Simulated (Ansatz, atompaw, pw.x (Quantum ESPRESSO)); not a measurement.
**Tc (Z = 43): does the PAW (atompaw) potential hold in the solid?**

```json
{
 "Element": "Tc (Z = 43)",
 "Generator": "atompaw 4.2.0.5",
 "Type": "PAW",
 "Functional": "PBEsol",
 "Relativity": "scalar-relativistic",
 "Frozen core": "[Kr]",
 "Valence charge": "7",
 "Reference configuration": "4d5 5s2 5p0",
 "Partial waves": "5s (bound): rc 3.00 bohr; 5s channel at 3.5 Ry: rc 3.00 bohr; 5p (bound, empty): rc 2.85 bohr; 5p channel at 0.55 Ry: rc 2.85 bohr; 4d (bound): rc 3.00 bohr; 4d channel at 1.5 Ry: rc 1.60 bohr",
 "Local potential": "bessel scheme, radius 3.00 bohr",
 "Core correction": "smooth core density matched at 2.10 bohr",
 "Augmentation charge": "besselshape compensation charge, radius 2.25 bohr; PAW radius 3.00 bohr; waves and projectors: custom rrkj vanderbiltortho"
}
```

Atomic tests: cutoffs needed: 10 Ry and 15 Ry (the cutoffs (Ry, on a coarse ladder) from which the occupation-weighted sum of valence levels, in a spherical-Bessel basis at the reference potential, stays within 10 and 1 mRy of its value at 400 Ry); ghost test: no extra level below or beside the all-electron valence levels (s, p, d, f tested) (spherical-Bessel basis up to 400 Ry, 20 bohr box); lowest eigenvalue of the overlap operator: 0.59 (p channel).

Crystal test: sc Tc in pw.x 7.5, no spin, 13³ k-points, Fermi–Dirac smearing 0.01 Ry, cutoffs 40/400 Ry. The reference is all-electron LAPW (Ansatz 0.2.0) with the same functional, mesh and smearing; V0 and B0 come from Birch–Murnaghan fits to the pressures at five volumes. Errors are pseudo minus all-electron; Δ is the rms difference of the E(V) curves that follow from these fits, minima aligned, over ±6 % about the mean V0. Mesh and smearing are coarse, so the numbers serve the comparison and aren't converged zero-temperature values; the lattice is a test structure that the element need not adopt.

All-electron: a0 = 2.505 Å (V0 = 15.71 Å³/atom), B0 = 243.8 GPa.

Task: How far does the potential miss the all-electron equation of state?

Result: mean pressure error (GPa): +23.41. The pressure does not cross zero within the volumes sampled, so no fit is given. The largest radius (3.00 bohr) exceeds half the bond length (2.37 bohr), so the spheres overlap, which is one possible source of error among others. This is a poor potential for the solid.

```
V (Å³/atom)  P all-electron (GPa)  P pseudo (GPa)
     14.940                 13.77           42.16
     15.333                  6.31           31.91
     15.726                 -0.20           22.93
     16.119                 -5.88           15.06
     16.512                -10.83            8.16
```

Task: At the middle volume, how do free energy and pressure move when the wave cutoff is lowered (ecutrho held at 400 Ry)?

Result:

| cutoff (Ry) | shift of F (meV/atom) | shift of P (GPa) |
| --- | --- | --- |
| 18 | +474.0 | +0.77 |
| 24 | +143.2 | -0.64 |
| 32 | +27.6 | -0.44 |

The run at the middle volume (84 k-points, 9 iterations) took about 5.4 s on one core of a shared host (AMD EPYC 9R45 96-Core Processor, 96 threads, 376 GiB, load 34).
